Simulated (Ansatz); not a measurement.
# How far each method lies from UCCSDT(Q) for [NH₂···H···SiH], doublet

Geometry: a point of a hydrogen-transfer path between rigid fragments, not a stationary point.

```xyz
6

N    -1.9965    0.0200   -0.0192
H    -2.2938    0.9878   -0.0192
H    -2.2938   -0.3823    0.8610
H    -0.6945    0.0200   -0.0192
Si    1.1305    0.0200   -0.0192
H     1.5269   -1.4595   -0.0192
```

Basis cc-pVDZ; Ansatz 0.2.0. Correlated methods freeze the noble-gas cores, which leaves 13 electrons in 46 orbitals. Prefix R: restricted or restricted open-shell reference; prefix U: unrestricted. Active spaces: pair = (3e, 3o) about the gap.

Full CI isn't at hand for all of this; UCCSDT(Q) serves as the reference, and is uncertain by about the last step of the cluster series. The frozen core follows each run's orbitals, which can shift R against U totals by a few meV.

Unrestricted rows (U) aren't spin-pure: their determinants' ⟨S²⟩ exceeds S(S+1) by up to 0.41, so they mix in states of higher spin. For open shells CISD is restricted-active-space CI with the open shells as a complete middle space.

* UHF ⟨S²⟩: 1.160
* T1 diagnostic (RCCSD): 0.0324
* largest doubles amplitude (RCCSD): 0.099
* T1 diagnostic (UCCSD): 0.0599

Q: From what is known of these methods and the diagnostics, rank them by the size of their error in total energy against UCCSDT(Q) in cc-pVDZ, smallest first (an estimate: the text doesn't fix the numbers).
A. RCCSDT(Q)
B. BCCD(T)
C. MRCISD+Q (pair space)
D. UHF
E. RMP2

A: A (0.00 kcal/mol), B (1.24 kcal/mol), C (3.09 kcal/mol), E (31.40 kcal/mol), D (198.03 kcal/mol).

All errors are against UCCSDT(Q) in cc-pVDZ. Within each family the higher level lies nearer, as is usual though not guaranteed.
